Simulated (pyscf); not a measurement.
Thermochemistry of product channels of Cl–SiH(Cl)–Cl (SMILES Cl[SiH](Cl)Cl) + H₂O (SMILES O) on the singlet surface, in kcal/mol, from ωB97M-D3(BJ)/def2-TZVP energies (ideal gas, 1 atm, RRHO with modes under 100 cm⁻¹ raised to 100, one conformer, R ln 2 for chiral ones without a mode under 150 cm⁻¹). Single points on ωB97X-D3(BJ)/def2-SVP structures (PySCF, gas phase).

```
products                                                           ΔE  ΔH(298 K)  ΔG(298 K)  ΔG(600 K)
--------------------------------------------------------------  -----  ---------  ---------  ---------
HO–Si(Cl)(Cl)–Cl (SMILES O[Si](Cl)(Cl)Cl) + H₂ (SMILES [H][H])  -21.3      -24.5      -23.1          ?
HCl (SMILES Cl) + HO–SiH(Cl)–Cl (SMILES O[SiH](Cl)Cl)            -4.2       -5.6       -6.0       -6.4
```

Problem. Fill in the missing entries.

Solution. 
- HO–Si(Cl)(Cl)–Cl (SMILES O[Si](Cl)(Cl)Cl) + H₂ (SMILES [H][H]), ΔG(600 K): -22.2

These are energies of the channels, which say nothing of barriers.
